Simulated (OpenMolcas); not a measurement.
## CH2Cl2 (dichloromethane): methods side by side

The species is CH2Cl2 (5 atoms), meant as a singlet with charge 0. As SMILES, `ClCCl`. The coordinates come from a PBE0-D4/def2-TZVP relaxation.

Each level gives the dipole moment (D). The values are calculated.

Measured value to compare with: NIST CCCBDB gives the dipole moment of the gas as 1.60 D.

| level | kind | program | value (D) | computed − measured | CPU time |
| --- | --- | --- | --- | --- | --- |
| SVWN5/aug-cc-pVDZ | LDA | OpenMolcas | 1.63 | +0.03 | 24 s |
| BLYP/aug-cc-pVDZ | GGA | OpenMolcas | 1.61 | +0.01 | 30 s |
| PBE/aug-cc-pVDZ | GGA | OpenMolcas | 1.61 | +0.01 | 30 s |
| M06-L/aug-cc-pVDZ | meta-GGA | OpenMolcas | 1.67 | +0.07 | 41 s |
| TPSS/aug-cc-pVDZ | meta-GGA | OpenMolcas | 1.65 | +0.05 | 42 s |
| r2SCAN/aug-cc-pVDZ | meta-GGA | OpenMolcas | 1.67 | +0.07 | 39 s |
| BHLYP/aug-cc-pVDZ | global hybrid | OpenMolcas | 1.74 | +0.14 | 28 s |
| M06-2X/aug-cc-pVDZ | hybrid meta-GGA | OpenMolcas | 1.70 | +0.10 | 39 s |

Nearest: BLYP/aug-cc-pVDZ (+0.01 D), PBE/aug-cc-pVDZ (+0.01 D); farthest: BHLYP/aug-cc-pVDZ (+0.14 D). The measured dipole is a vibrational average, so differences of a few hundredths of a debye mean little. Computed less measured by kind, in D (aug-cc-pVDZ rows): LDA +0.03; GGA +0.01 to +0.01; meta-GGA +0.05 to +0.07; global hybrid +0.10 to +0.14. CPU times are rough (shared hosts, several kinds of processor): they show what a rung costs within a factor of a few.
